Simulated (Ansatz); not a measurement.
Consider the formal hydrolysis of the Si–Cl bond: `Cl[Si]Cl` + H₂O → `O[Si]Cl` + HCl.

Calculated with Ansatz (gas phase, PBE0-D4/def2-TZVP geometries, no zero-point term in ΔE). CBS: def2 TZ/QZ extrapolation, frozen cores. Functionals use def2-TZVPP. Each species was taken in one conformer, which may not be the lowest.

`Cl[Si]Cl`:

Cartesian coordinates in Å:
```
Cl -0.952 1.244 -0.565
Si -0.342 -0.218 0.779
Cl 1.294 -1.026 -0.214
```

H₂O:

Z-matrix (Å, degrees):
```
O
H 1 0.960
H 1 0.960 2 105.1
```

`O[Si]Cl`:

Z-matrix (Å, degrees):
```
O
Si 1 1.637
H 1 0.963 2 120.4
Cl 2 2.110 1 101.3 3 -0.0
```

HCl:

Cartesian coordinates in Å:
```
Cl -0.020 0.139 -0.624
H 0.020 -0.139 0.624
```

| level | ΔE (kJ/mol) | difference from CCSD(T)/CBS |
| --- | --- | --- |
| RPA@PBE/def2-TZVPP | -22.5 | -6.8 |
| HF/def2-SVP | -19.5 | -3.8 |
| HF/def2-QZVPP | -25.7 | -10.0 |
| CCSD/CBS(def2) | -18.2 | -2.5 |
| HF/cc-pV(D+d)Z | -22.7 | -7.0 |
| CCSD/cc-pV(T+d)Z | -26.9 | -11.2 |
| CCSD(T)/cc-pV(T+d)Z | -25.4 | -9.7 |
| CCSD(T)/cc-pV(Q+d)Z | -21.0 | -5.3 |
| CCSD/CBS(cc) | -20.5 | -4.8 |
| CCSD(T)/CBS(cc) | -18.3 | -2.6 |
| CCSD(T)/CBS | -15.7 | 0 |

Task: What do rigid-rotor, harmonic-oscillator terms from PBE0-D4/def2-TZVP frequencies (298.15 K, 1 bar) make of the CCSD(T)/CBS value? (An estimate is asked.)

Result: Computed: ΔZPE = -5.3 kJ/mol, ΔH = -22.0 kJ/mol, ΔS = -5 J/(mol·K), ΔG = -20.7 kJ/mol.

Largest T1 diagnostic among the species: 0.014.

In def2-TZVPP, CCSD(T) changes the Hartree–Fock value by +4.1 kJ/mol (the triples alone add +1.8 kJ/mol) and MP2 by +6.7 kJ/mol. Leaving LDA and LC-ωPBE aside and taking each functional with its dispersion term where it has one, the values, not all of them listed here, spread over 16.4 kJ/mol, from CAM-B3LYP-D4 to revPBE-D4. LDA lies −7.2 kJ/mol from PBE without D4. At CCSD(T), def2-SVP lies −5.2 kJ/mol from the extrapolated value and def2-TZVPP −5.6 kJ/mol.
